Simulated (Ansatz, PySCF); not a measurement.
Reaction (SMILES): [F][Al][F] -> [F][Al][F] as singlet, charge +1 + e-
Geometries: B3LYP-D3(BJ)/def2-TZVP minima from Ansatz (a quantum-chemistry and plane-wave program).

Wanted: adiabatic ionisation energy (0 K, with B3LYP-D3(BJ) harmonic zero-point energies from PySCF), in eV. Correlated levels leave the core frozen unless marked. Open shells are spin-unrestricted. Spin-orbit coupling is left out. No relativistic terms. Basis-set limits of correlation are two-point, X^-3; Hartree-Fock from the larger set.

CCSD(T)/CBS(cc-pV(T+d)Z,cc-pV(Q+d)Z) (Ansatz) gives 8.66 eV.

Another calculation gave 8.88 eV. Which level was it?
A. M06-L/def2-TZVPD (PySCF)
B. B3LYP/def2-TZVPD (Ansatz)
C. PBE-QIDH/def2-TZVPD (Ansatz)

B, B3LYP/def2-TZVPD (Ansatz). The others give 8.71 (PBE-QIDH), 8.52 (M06-L) eV.
